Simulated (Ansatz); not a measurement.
We consider diamond-structure Ge, described by RPBE in Ansatz (plane waves, PAW).

Run with plane-wave cutoff 520 eV, 20×20×20 k mesh, Fermi–Dirac smearing 0.05 eV, perturbation theory, scalar-relativistic PAW data made under PBE.

Cell (relaxed at this level):

```yaml
crystal:
  lattice:
    - [0.00000, 2.90786, 2.90786]
    - [2.90786, 0.00000, 2.90786]
    - [2.90786, 2.90786, 0.00000]
  atoms:
    - { symbol: Ge, position: [0.50000, 0.50000, 0.50000] }
    - { symbol: Ge, position: [0.75000, 0.75000, 0.75000] }
```

**Question.** What does this level give for the zone-centre TO phonon frequency?

**Answer.** 
* **zone-centre TO phonon frequency**: 269 cm⁻¹

Measured, for comparison: zone-centre TO phonon frequency 304 cm⁻¹ (low temperature, zero-point motion not removed; as tabulated in Tanner et al. (2021), arXiv:2110.11888). Computed (rounded) less measured: zone-centre TO phonon frequency -12 %.

Note: the solid has no gap at this level, which affects its response.

Ansatz is a first-principles code.
